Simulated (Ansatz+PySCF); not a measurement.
A calculation with PySCF 2.14.0.

```python
from pyscf import gto, scf, cc

mol = gto.M(atom="""
C 0.000000 0.000000 -0.870240
O 0.000000 0.000000 0.652680
""", basis='sto-3g', charge=0, spin=0)
mf = scf.RHF(mol)
mf.kernel()
mycc = cc.CCSD(mf, frozen=2).run()
et = mycc.ccsd_t()
print(mf.e_tot, mycc.e_corr, et, mycc.e_tot + et)
```

The script is written out from the run's settings.

Results

```
Converged               : yes
Reference energy        : -111.02791 hartree
CCSD correlation energy : -0.20069 hartree
Triples correction      : -0.03514 hartree
Total energy            : -111.26374 hartree
```

Caution: large share of triples, a single reference is doubtful; an unrestricted determinant lies well below.
